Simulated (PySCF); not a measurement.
Cost against size for one kind of job: TDDFT PBE0/def2-SVPD, vertical, gas phase, core orbitals frozen in the response in PySCF 2.14.0, density-fitted response routines; work: 10 singlets by full TDDFT, 4 Tamm–Dancoff triplets, polarisability, ΔSCF ions. Hardware: one thread, Arm Neoverse V1, shared host. The host was shared with other jobs, so the times are rough.

| species (SMILES) | atoms | electrons | basis functions | SCF cycles | wall time |
| --- | --- | --- | --- | --- | --- |
| CPC | 10 | 34 | 120 | 12 | ? |
| CN(C)[SiH3] | 13 | 42 | 156 | 12 | 25 s |
| CN(C)[SiH2]N | 15 | 50 | 184 | 12 | 39 s |
| C[n+]1cccc(Cl)c1 | 15 | 66 | 223 | 14 | 3.4 min |
| COCc1ccccn1 | 18 | 66 | 255 | 14 | 5.9 min |

Task: Estimate the withheld figures.

Result: `CPC`: 13 s.

Task: With all rows, how does the wall time grow with the number of basis functions N?

Result: A straight line through log(time) against log(N) has slope 4.6 between N = 120 and 255, and the rows scatter about it by a factor of about 1.5 (standard error of the fit). This is a fit to these rows, whose iteration counts differ, not the method's formal scaling.

Task: Which species took longest, and how many times the shortest run?

Result: `COCc1ccccn1`, at 5.9 min: about 27 times the shortest (13 s).
